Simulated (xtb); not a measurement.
CH, SMILES [CH] (connectivity only; charge and spin as stated), charge +1, multiplicity 1. All values are semi-empirical tight-binding results from xtb (GFN2-xTB unless named), good for trends rather than for accurate numbers. Coordinates come from a GFN2-xTB optimisation.

Optimised geometry:

Bonded distances (Å): C1–H2 1.200.
Charge +1, spin multiplicity 1.

| Item | Result |
|---|---|
| point group as xtb finds it | C∞v |
| orbital gap | 0.51 eV |
| static polarisability (D4 model) | 9.1 bohr³ |
| solvation energy, GFN2-xTB/ALPB(water) | -93.3 kcal/mol |
| solvation energy, GFN2-xTB/ALPB(acetonitrile) | -75.6 kcal/mol |

**Question.** Give the IR lines (harmonic; lines under 4 % of the strongest left out, lines within 3 cm⁻¹ merged). (The exact figures need the calculation; the answer reports its results.)

**Answer.** ν (cm⁻¹): 2033 (vs) (against the strongest line: vs over 80 %, s over 45 %, m over 15 %, w over 4 %, vw less)

Computed atomic charges:
charges (e) C1 0.45, H2 0.55.
